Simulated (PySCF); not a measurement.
Method: PBE0-D4/def2-TZVP (PySCF). All species are isolated molecules in the gas phase. One relaxed conformer stands for a flexible species; it need not be the lowest. 

Reference species (SMILES): `[SiH3]` (neutral, multiplicity 2).

| Quantity | Result |
|---|---|
| highest occupied spin orbital | -6.40 eV |

Changed species: `O[B][SiH3]` (H–O–B–Si torsion 180°) (radical fragment; the reference has radical fragment).

Q: Give the shifts of the highest occupied spin orbital.

A: the highest occupied spin orbital increases by 1.16 eV, to -5.24 eV.
